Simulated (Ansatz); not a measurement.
## Nudged elastic band run: AlH₃O₂

The input (input.yaml):

```yaml
crystal:
  periodic: [false, false, false]
  atoms:
    - { symbol: Al, position_ang: [0.25055, -0.293399, 0.288718] }
    - { symbol: H, position_ang: [0.056085, -0.249665, 1.865199] }
    - { symbol: O, position_ang: [1.792319, -0.335508, -0.462403] }
    - { symbol: H, position_ang: [2.630071, -0.335073, 0.027585] }
    - { symbol: O, position_ang: [-1.061565, -0.30278, -0.816335] }
    - { symbol: H, position_ang: [-1.993661, -0.282175, -0.546762] }
basis:
  gaussian: { orbitals: def2-SVP }
hamiltonian:
  xc: blyp
  dispersion: d4
neb:
  order_check: false
  images: 7
  f_tol: 0.05
  max_iterations: 60
  final_atoms:
    - { symbol: Al, position_ang: [-0.38851167, 1.00698585, 0.38232641] }
    - { symbol: H, position_ang: [1.71188821, -0.62908478, 1.32486003] }
    - { symbol: O, position_ang: [1.50978004, -0.19039499, 0.47196555] }
    - { symbol: H, position_ang: [0.98712431, -0.85003167, -0.06997254] }
    - { symbol: O, position_ang: [-0.68598297, -0.46772709, -0.59944052] }
    - { symbol: H, position_ang: [-1.46049892, -0.66834732, -1.15373692] }
  initial_path:
    images:
      - { positions_ang: [[0.25055, -0.293399, 0.288718], [0.056085, -0.249665, 1.865199], [1.792319, -0.335508, -0.462403], [2.630071, -0.335073, 0.027585], [-1.061565, -0.30278, -0.816335], [-1.993661, -0.282175, -0.546762]] }
      - { positions_ang: [[0.18371533, -0.22265401, 0.23059237], [0.30445438, -0.24232443, 1.75904324], [1.82698277, -0.24314362, -0.24452823], [2.54369888, -0.46424177, 0.03984067], [-1.18547937, -0.20854382, -0.82015339], [-1.99957299, -0.41769236, -0.60879266]] }
      - { positions_ang: [[0.11688067, -0.15190901, 0.17246673], [0.55282376, -0.23498386, 1.65288748], [1.86164653, -0.15077925, -0.02665346], [2.45732676, -0.59341053, 0.05209635], [-1.30939374, -0.11430763, -0.82397179], [-2.00548498, -0.55320971, -0.67082331]] }
      - { positions_ang: [[0.050046, -0.08116402, 0.1143411], [0.80119314, -0.22764329, 1.54673172], [1.8963103, -0.05841487, 0.19122131], [2.37095463, -0.7225793, 0.06435202], [-1.43330811, -0.02007145, -0.82779018], [-2.01139697, -0.68872707, -0.73285397]] }
      - { positions_ang: [[-0.01678867, -0.01041903, 0.05621547], [1.04956252, -0.22030272, 1.44057596], [1.93097407, 0.0339495, 0.40909608], [2.28458251, -0.85174807, 0.0766077], [-1.55722248, 0.07416473, -0.83160857], [-2.01730896, -0.82424442, -0.79488463]] }
      - { positions_ang: [[-0.10971942, 0.24393219, 0.1377432], [1.21514395, -0.32249823, 1.41164698], [1.82567556, -0.02213662, 0.42481344], [1.96021796, -0.85131897, 0.03996264], [-1.3394126, -0.06130822, -0.77356656], [-1.87810645, -0.78527015, -0.8845977]] }
      - { positions_ang: [[-0.20265017, 0.49828341, 0.21927094], [1.38072537, -0.42469375, 1.382718], [1.72037705, -0.07822274, 0.44053081], [1.63585341, -0.85088987, 0.00331758], [-1.12160272, -0.19678118, -0.71552455], [-1.73890394, -0.74629587, -0.97431077]] }
      - { positions_ang: [[-0.29558092, 0.75263463, 0.30079867], [1.54630679, -0.52688926, 1.35378901], [1.61507855, -0.13430886, 0.45624818], [1.31148886, -0.85046077, -0.03332748], [-0.90379285, -0.33225413, -0.65748254], [-1.59970143, -0.7073216, -1.06402385]] }
      - { positions_ang: [[-0.38851167, 1.00698585, 0.38232641], [1.71188821, -0.62908478, 1.32486003], [1.50978004, -0.19039499, 0.47196555], [0.98712431, -0.85003167, -0.06997254], [-0.68598297, -0.46772709, -0.59944052], [-1.46049892, -0.66834732, -1.15373692]] }
```

Command:

```bash
$ ansatz run input.yaml --threads 1 --pin off --max-ram 2048MiB --backend cpu --events-out ev --progress --plain --runs-dir out
```

Output, in part (warnings, iteration lines, the closing report on the highest movable image, with atoms numbered from 0):

```
NEB end point (image 0): max|allowed force component| = 1.744e-2 eV/Å (the criterion of neb.relax_end_points is 1.000e-2)
NEB end point (image 8): max|allowed force component| = 9.266e-3 eV/Å (the criterion of neb.relax_end_points is 1.000e-2)
NEB iter   1: max|band force component| = 2.186e1 eV/Å  barrier→ = 4.0452 eV  barrier← = 2.6997 eV  Δτ_max = 0.1970 Å  (233 SCF iters)
NEB iter   2: max|band force component| = 3.871e0 eV/Å  barrier→ = 3.1306 eV  barrier← = 1.7851 eV  Δτ_max = 0.1969 Å  (228 SCF iters)
NEB iter   3: max|band force component| = 1.389e0 eV/Å  barrier→ = 2.8889 eV  barrier← = 1.5435 eV  Δτ_max = 0.1948 Å  (217 SCF iters)
NEB iter   4: max|band force component| = 1.187e0 eV/Å  barrier→ = 2.7311 eV  barrier← = 1.3857 eV  Δτ_max = 0.1959 Å  (212 SCF iters)
NEB iter   5: max|band force component| = 8.704e-1 eV/Å  barrier→ = 2.6775 eV  barrier← = 1.3320 eV  Δτ_max = 0.1916 Å  (218 SCF iters)
NEB iter   6: max|band force component| = 1.359e0 eV/Å  barrier→ = 2.6305 eV  barrier← = 1.2850 eV  Δτ_max = 0.1000 Å  (219 SCF iters)
NEB iter   7: max|band force component| = 7.309e-1 eV/Å  barrier→ = 2.6202 eV  barrier← = 1.2747 eV  Δτ_max = 0.0499 Å  (194 SCF iters)
NEB iter   8: max|band force component| = 6.758e-1 eV/Å  barrier→ = 2.5875 eV  barrier← = 1.2420 eV  CI = image 4  Δτ_max = 0.0963 Å  (190 SCF iters)
NEB iter   9: max|band force component| = 3.120e-1 eV/Å  barrier→ = 2.6375 eV  barrier← = 1.2920 eV  CI = image 4  Δτ_max = 0.0594 Å  (196 SCF iters)
NEB iter  10: max|band force component| = 8.963e-2 eV/Å  barrier→ = 2.6319 eV  barrier← = 1.2864 eV  CI = image 4  Δτ_max = 0.0622 Å  (192 SCF iters)
NEB iter  11: max|band force component| = 1.575e-1 eV/Å  barrier→ = 2.6268 eV  barrier← = 1.2813 eV  CI = image 4  Δτ_max = 0.0309 Å  (190 SCF iters)
NEB iter  12: max|band force component| = 6.696e-2 eV/Å  barrier→ = 2.6261 eV  barrier← = 1.2806 eV  CI = image 4  Δτ_max = 0.0150 Å  (197 SCF iters)
NEB iter  13: max|band force component| = 4.958e-2 eV/Å  barrier→ = 2.6258 eV  barrier← = 1.2804 eV  CI = image 4  Δτ_max = 0.0000 Å  (379 SCF iters)
Total energy: -10733.92618829 eV, -394.4645117033 hartree
Atom 0 at    -0.195285     0.100338     0.535577 Å, force     0.008156     0.005095     0.003889 eV/Å
Atom 1 at     1.191668    -0.172732     1.557965 Å, force    -0.006446     0.001980     0.001235 eV/Å
Atom 2 at     1.644892    -0.024831     0.252467 Å, force    -0.011205    -0.011580     0.001522 eV/Å
Atom 3 at     2.128049    -0.773380    -0.179555 Å, force     0.007471     0.006250    -0.002969 eV/Å
Atom 4 at    -1.064687    -0.428756    -0.862850 Å, force     0.004293    -0.003560    -0.016317 eV/Å
Atom 5 at    -2.030838    -0.499239    -0.947603 Å, force    -0.002269     0.001814     0.012640 eV/Å
Dipole moment:    -0.087205    -0.226963    -0.107140 e Å
```

The forces met the threshold. A vibrational analysis at the climbing image gives one clearly imaginary mode, 1252i cm⁻¹: a first-order saddle point. The orbitals stay closed-shell, which can raise the energy where a bond breaks towards radicals; this wasn't checked here.

Final band (atoms are numbered from 1 in the order of the input):

```json
{"image": "0", "path coordinate (Å)": "0.00", "energy (kcal/mol)": "0.0", "Al1–H2 (Å)": "1.59", "Al1–O3 (Å)": "1.72", "H2–O3 (Å)": "2.91"}
{"image": "1", "path coordinate (Å)": "0.56", "energy (kcal/mol)": "2.3", "Al1–H2 (Å)": "1.59", "Al1–O3 (Å)": "1.71", "H2–O3 (Å)": "2.86"}
{"image": "2", "path coordinate (Å)": "1.13", "energy (kcal/mol)": "9.9", "Al1–H2 (Å)": "1.57", "Al1–O3 (Å)": "1.71", "H2–O3 (Å)": "2.53"}
{"image": "3", "path coordinate (Å)": "1.69", "energy (kcal/mol)": "36.7", "Al1–H2 (Å)": "1.60", "Al1–O3 (Å)": "1.74", "H2–O3 (Å)": "1.98"}
{"image": "4", "path coordinate (Å)": "2.26", "energy (kcal/mol)": "60.6", "Al1–H2 (Å)": "1.74", "Al1–O3 (Å)": "1.87", "H2–O3 (Å)": "1.39"}
{"image": "5", "path coordinate (Å)": "2.80", "energy (kcal/mol)": "40.2", "Al1–H2 (Å)": "2.19", "Al1–O3 (Å)": "2.10", "H2–O3 (Å)": "1.00"}
{"image": "6", "path coordinate (Å)": "3.33", "energy (kcal/mol)": "34.5", "Al1–H2 (Å)": "2.61", "Al1–O3 (Å)": "2.19", "H2–O3 (Å)": "0.98"}
{"image": "7", "path coordinate (Å)": "3.87", "energy (kcal/mol)": "32.3", "Al1–H2 (Å)": "2.77", "Al1–O3 (Å)": "2.21", "H2–O3 (Å)": "0.98"}
{"image": "8", "path coordinate (Å)": "4.41", "energy (kcal/mol)": "31.0", "Al1–H2 (Å)": "2.82", "Al1–O3 (Å)": "2.25", "H2–O3 (Å)": "0.98"}
```

The run took 2.1 min on 1 thread of Intel(R) Xeon(R) Platinum 8259CL CPU @ 2.50GHz (Skylake/Cascade Lake) (shared host), peak memory 0.13 GiB.
